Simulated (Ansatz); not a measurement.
What does this script print? It uses Ansatz 0.2.0, Python API.

The script, `fci_bh2.py`:
```python
"""Approximate methods against full CI for BH2 in a small basis."""

import warnings

import ansatz as az
from ase import Atoms

warnings.simplefilter("ignore", az.DeckWarning)

atoms = Atoms(["B", "H", "H"], positions=[
    [0.26284, -0.16623, 0.12864],
    [0.28002, 0.98532, 0.26098],
    [-0.54286, -0.81909, -0.38963],
])
molecule = az.Crystal.molecule_from_ase(atoms)

base = molecule.calculation().basis(gaussian="STO-3G").spin("collinear", total=1)
exact = base.correlation("fci").run(threads=1).report
print(f"full CI {exact['free_energy_ev'] / 27.211386246:.7f} Ha over {exact['configurations']['states'][0]['n_determinants']} determinants")
print("natural occupations", [round(n, 4) for n in exact["configurations"]["natural_occupations"]])
print(f"hf       misses {1000 * (exact['reference_energy_ev'] - exact['free_energy_ev']) / 27.211386246:9.3f} mHa")
for method in ["mp2", "ccsd", "ccsd_t", "bccd_t"]:
    e = base.correlation(method).run(threads=1).report["free_energy_ev"]
    print(f"{method:8s} misses {1000 * (e - exact['free_energy_ev']) / 27.211386246:9.3f} mHa")
```

Output of `python fci_bh2.py`:
```text
full CI -25.4456133 Ha over 150 determinants
natural occupations [1.9787, 1.9767, 0.997, 0.0198, 0.0162, 0.0116]
hf       misses    36.226 mHa
mp2      misses    12.563 mHa
ccsd     misses     0.344 mHa
ccsd_t   misses     0.148 mHa
bccd_t   misses     0.148 mHa
```

Caveats:
- Total energies depend on the basis set; only differences at equal settings carry meaning.
- Full CI is exact only within this small basis and its frozen core, at an unrelaxed geometry.
- The run takes the species as open-shell (spin multiplicity 2), which needn't be its ground state.
- Hardware and time: 0.9 s on 1 thread of Intel(R) Xeon(R) Platinum 8488C (Sapphire Rapids) (shared host), peak memory 0.15 GiB.
